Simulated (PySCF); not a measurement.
**Basis-set dependence of PO at PBE0**

PySCF, UKS reference; doublet, unpaired electrons π ↑; De to P + O without counterpoise correction.

```
      basis     relativity  functions  Re (Å)  ωe (cm⁻¹)  De (eV)  μ (D)
      3-21G  no relativity         22   1.569       1163     4.25  -1.74
   def2-SVP  no relativity         32   1.493       1270     5.58  -2.08
aug-pcseg-1  no relativity         50   1.496       1242     5.65  -2.04
  def2-TZVP  no relativity         68   1.474       1288     5.99  -2.05
 def2-TZVPP  no relativity         73   1.474       1288     5.99  -2.05
def2-TZVPPD  no relativity         88   1.474       1286     6.02  -1.98
```

(1) How does each smaller set differ from the one with most functions, def2-TZVPPD?

A positive dipole means P(−)O(+). 3-21G is very small, so such numbers show the basis as much as the molecule. The state was picked by a PBE0 search and need not be the measured ground state.

## Answers

(1) 3-21G: +9.5 pm, -9.6 % in ωe, -1.77 eV in De; def2-SVP: +1.9 pm, -1.2 % in ωe, -0.44 eV in De; aug-pcseg-1: +2.2 pm, -3.4 % in ωe, -0.37 eV in De; def2-TZVP: +0.0 pm, +0.2 % in ωe, -0.03 eV in De; def2-TZVPP: +0.0 pm, +0.2 % in ωe, -0.03 eV in De. All at PBE0; the set with most functions is neither the basis-set limit nor always the best.
